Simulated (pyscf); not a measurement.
Structures and frequencies: ωB97X-D3(BJ)/def2-SVP in PySCF.

Question: Estimate the classical barrier height and the reaction energy of H₃C–CH₃ + ZnH₂ -> H₃C–CH₂–ZnH + H₂ at ωB97M-D3(BJ)/def2-TZVP. The step runs on the singlet surface, breaks C–H, H–Zn and forms C–Zn, H–H; take the separated reactants as zero.

Answer: ΔE‡ = 53.0 kcal/mol, ΔE = +13.6 kcal/mol. Zero-point energy shifts the barrier by -1.9 kcal/mol. It is a four-centre exchange, with an imaginary mode of 1576i cm⁻¹. At the saddle there is also a short H–Zn contact that neither side keeps. This is the saddle that the search found; another between the same sides may lie lower. Elements up to Kr have no core potential and no relativistic terms here.
